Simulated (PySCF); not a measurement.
Atomic charges by several schemes

Cyanoacetylene, C3HN.
Atom-mapped SMILES: `[CH:1]#[C:2][C:3]#[N:4]` (hydrogens: H5 on C1)

Density: PBE0/pcSseg-1 (PySCF); schemes: Mulliken, IAO, Hirshfeld and ESP-fitted. Geometry: GFN2-xTB; no solvent, vibrations or thermal averaging.

Problem. Do the Mulliken, IAO, Hirshfeld and ESP-fitted schemes agree on where the charge is highest?

Solution. The schemes don't all agree: Mulliken C2 (+0.315); IAO H5 (+0.224); Hirshfeld H5 (+0.117); ESP-fitted C3 (+0.516).

Problem. Do the Mulliken, IAO, Hirshfeld and ESP-fitted schemes agree on where the charge is lowest?

Solution. All schemes agree: Mulliken N4 (-0.210); IAO N4 (-0.191); Hirshfeld N4 (-0.173); ESP-fitted N4 (-0.434).

Problem. At which atom do the 4 schemes differ most?

Solution. At C3: from -0.043 (Mulliken) to +0.516 e (ESP-fitted), 0.559 e apart.

Problem. What partial charge does each atom carry?

Solution. In e:

| atom | environment | Mulliken | IAO | Hirshfeld | ESP-fitted |
| --- | --- | --- | --- | --- | --- |
| C1 | terminal alkyne carbon | -0.144 | -0.127 | -0.023 | -0.209 |
| C2 | alkyne carbon | +0.315 | -0.052 | -0.015 | -0.168 |
| C3 | nitrile carbon | -0.043 | +0.146 | +0.094 | +0.516 |
| N4 | nitrile nitrogen | -0.210 | -0.191 | -0.173 | -0.434 |
| H5 | alkyne hydrogen | +0.082 | +0.224 | +0.117 | +0.295 |

Mean size of the charges over all atoms: ESP-fitted 0.325 e, Mulliken 0.159 e, IAO 0.148 e, Hirshfeld 0.085 e. Each set sums to the total charge, 0, to within 0.001 e. The IAO scheme projects the occupied orbitals on a minimal set of polarised atomic orbitals and counts the electrons in each atom's part of it. The Hirshfeld scheme divides the density at each point in proportion to the densities of the neutral, spherically averaged free atoms.

Problem. How closely do the schemes follow one another over all atoms?

Solution. Correlation coefficient and root-mean-square difference: IAO with Hirshfeld 0.93, 0.073 e; IAO with ESP-fitted 0.93, 0.210 e; Hirshfeld with ESP-fitted 0.92, 0.259 e; Mulliken with Hirshfeld 0.42, 0.171 e; Mulliken with IAO 0.36, 0.196 e; Mulliken with ESP-fitted 0.21, 0.360 e.

Problem. How many electrons does the Mulliken scheme count on C1?

Solution. Z − q = 6 − (-0.144) = 6.144.

Problem. Sum the charges by element, for elements with more than one atom.

Solution. 
```csv
element,atoms,Mulliken,IAO,Hirshfeld,ESP-fitted
C,3,+0.128,-0.034,+0.056,+0.138
```
